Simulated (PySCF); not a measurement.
nitrogen trifluoride (F₃N), SMILES FN(F)F. Heavy atoms are numbered as in [F:1][N:2]([F:3])[F:4].

Geometry optimised at B3LYP-D3(BJ)/def2-TZVP.

Method: B3LYP/pcSseg-2 run with PySCF.

GIAO shieldings, no solvent; atoms alike by connectivity are averaged. δ = σ(ref) − σ: ¹⁹F against CFCl3 (σ = 159.6 ppm); ¹⁵N against NH3 (σ = 260.3 ppm), references at their B3LYP-D3(BJ)/def2-TZVP geometries, non-relativistic.

Computed chemical shifts:
| nucleus | atoms | count | δ (ppm) |
|---|---|---|---|
| ¹⁹F | F1 | 3 | 146.9 |
| ¹⁵N | N2 | 1 | 442.7 |
